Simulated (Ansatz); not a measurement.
Which isomer of CH4FSi− gives these data?

These gas-phase data were calculated for one isomer of CH4FSi− at PBE0-D3(BJ)/def2-SVPD (harmonic, unscaled wavenumbers; equilibrium rotational constants with average atomic masses):

| Quantity | Value |
| --- | --- |
| rotational constants | 17.08, 6.93, 5.336 GHz |
| all wavenumbers above 1500 cm⁻¹ | 3090, 3083, 2991, 1845 |

Candidates:

(1) `[CH2-][SiH2]F`, a singlet
(2) `C[SiH-]F`, a singlet

Which structure fits?

Candidate (2). 3 modes lie between 2750 and 3290 cm⁻¹, one for each C–H bond, while (1) has 2.

The same quantities for all candidates:

```tsv
	rotational constants (GHz)	wavenumbers above 1500 cm⁻¹	E above the lowest, PBE0-D3(BJ)/def2-SVPD (kcal/mol)
(1)	26.11, 6.001, 5.372	3182, 3099, 2117, 2097	6.5
(2)	17.08, 6.93, 5.336	3090, 3083, 2991, 1845	0.0
```

Each candidate is one conformer. Programs: Ansatz 0.2.0.
